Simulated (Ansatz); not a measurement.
## Lattice constant a of some tetrahedrally bonded semiconductors and semimetals

Method: LDA (plane waves, PAW; Ansatz, a first-principles code). References are measured values corrected to a static lattice or taken at low temperature (these still hold zero-point motion). The table is a random draw of 14 from 17 solids with such references.

Values in Å.

| solid | reference | LDA | error (%) |
|---|---|---|---|
| wurtzite ZnO | 3.248 | 3.187 | -1.88 |
| grey tin (α-Sn) | 6.477* | 6.472 | -0.08 |
| zinc-blende AlP | 5.451* | 5.434 | -0.31 |
| zinc-blende InP | 5.858* | 5.827 | -0.53 |
| zinc-blende InSb | 6.468* | 6.450 | -0.28 |
| diamond-structure Ge | 5.644* | 5.621 | -0.41 |
| zinc-blende GaAs | 5.64* | 5.603 | -0.66 |
| diamond | 3.553* (3.543–3.555) | 3.532 | -0.59 |
| diamond-structure Si | 5.421* | 5.402 | -0.35 |
| zinc-blende InAs | 6.047* | 6.026 | -0.35 |
| zinc-blende CuCl | 5.409 | 5.208 | -3.72 |
| cubic BN | 3.593* | ? | ? |
| zinc-blende GaP | 5.439* | 5.391 | -0.88 |
| 3C-SiC | 4.346* | 4.329 | -0.39 |

### Question
Estimate the withheld LDA value.

### Answer
The errors of the other rows run from -3.72 % to -0.08 %, with a median of -0.41 %; carried to the reference 3.593 it gives 3.578 Å. The run gives 3.581 Å (-0.33 %); the row was picked among those where that median comes within half of the row's own error. Over these 14 solids the mean error is -0.77 %, the mean absolute error 0.77 % (median 0.40 %), and the worst case zinc-blende CuCl at -3.72 %; the value is below the reference in 14 of 14 cases. Over all 17 the mean error is -0.74 % and the mean absolute error 0.74 % (median 0.40 %).

A star marks references brought to a static lattice; the others are low-temperature values that still hold zero-point motion, which matters most for light elements.

Spin–orbit coupling is left out, also for the solids with elements from indium on (grey tin (α-Sn), zinc-blende InP, zinc-blende InSb, zinc-blende InAs); its size isn't shown.

Brackets give the range of our sources, which can hold other temperatures.

Differences are worked out from the printed values.

Caveats: the gap of the solid is closed in this run (zinc-blende InSb, diamond-structure Ge, zinc-blende InAs). Ansatz's density-functional and Hartree–Fock values are scalar-relativistic unless marked +SOC, with PAW data made under PBE.

Ansatz's runs of these crystals have no spin polarisation.

Not in this set, of the tetrahedrally bonded semiconductors and semimetals with a reference value in our tables and a result at some level: 22 for a reference at room or unstated temperature (wurtzite AgI, zinc-blende AgI, zinc-blende BAs, zinc-blende BeS, zinc-blende BeSe and 17 more); 2 for a high-temperature or high-pressure phase (wurtzite BN, wurtzite ZnS); 1 for a cell known from the COD alone (wurtzite MgTe). These can be a level's worst cases. At least 6 more with a reference value are held back for tests. Layered and molecular crystals are counted apart. The metals Ce to Yb are counted apart.

References as tabulated in Mejia-Rodriguez and Trickey (2018), arXiv:1807.09216; arXiv:1206.3780; Goldzak et al. (2022), arXiv:2208.04865.
